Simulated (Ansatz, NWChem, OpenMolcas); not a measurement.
## Strength of the O–H bond: C2H2O → C2HO + H

Species: C2H2O (ethynol) `C#CO`, singlet; C2HO `C#C[O]`, doublet; H atom, doublet. 

Shapes, held fixed at every level: PBE0-D4/def2-TZVP. Programs: Ansatz 0.2.0, NWChem 7.3.0, OpenMolcas 26.06. A level may come from different programs for different species; with the same settings they agree closely. The zero-point and thermal change to 298 K, harmonic and unscaled (5/2 RT less the spin-orbit lowering for atoms, PBE0-D4/def2-TZVP), is -28.8 kJ/mol.

**The experiment to reproduce.** Tabulated heats of formation (Active Thermochemical Tables, tabulated atomic heats): C2H2O +92.7 (ATcT); C2HO +178.0 (ATcT); H +218.0 (atomic table) kJ/mol, which give ΔH(298 K) = +303.3 kJ/mol.

| level | kind | ΔH (kJ/mol) | computed − measured |
| --- | --- | --- | --- |
| PBE/cc-pVTZ | GGA | +262.8 | -40.5 |
| BHLYP-D4/def2-TZVPP | global hybrid | +284.9 | -18.3 |
| wB97M-V/def2-TZVPP | range-separated hybrid | +293.8 | -9.5 |
| wB97X-V/def2-TZVPP | range-separated hybrid | +287.6 | -15.7 |
| B2PLYP/cc-pVTZ | double hybrid | +283.5 | -19.8 |
| MP2/def2-TZVPP | perturbation theory | +306.4 | +3.1 |
| CCSD(T)/CBS estimate | coupled cluster or CI | +307.9 | +4.6 |

Nearest: MP2/def2-TZVPP (+3.1); farthest: PBE/cc-pVTZ (-40.5). 3 of 7 levels lie within 10 kJ/mol. Electron pairs are made or broken, so correlation matters. Spin contamination: C2HO (⟨S²⟩ up to 0.81). Open shells run unrestricted. The CBS estimate extrapolates MP2 from def2-TZVPP and def2-QZVPP and adds CCSD(T) − MP2 in the triple-zeta set, cores frozen.
